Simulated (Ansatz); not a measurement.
We consider rock-salt MgS, described by r²SCAN+rVV10 in Ansatz (PAW).

Total energies, extrapolated to zero smearing (they compare only within this program, potentials and cutoff; free atoms with spin allowed, lowest state found):

| system | energy (eV/atom) |
|---|---|
| rock-salt MgS, relaxed | -1417.3088 |
| free Mg atom | -1924.1666 |
| free S atom | -902.1606 |

### Question
Work out the cohesive energy per atom.

### Answer
E_coh = [1 × (-1924.1666) + 1 × (-902.1606)]/2 − (-1417.3088) = 4.15 eV/atom. The reference value is 4.04 eV/atom (measured, corrected for zero-point motion; as tabulated in Goldzak et al. (2022), arXiv:2208.04865), a difference of +0.11 eV/atom.

The PAW data were made under PBE.

Ansatz is a program for electronic structure.
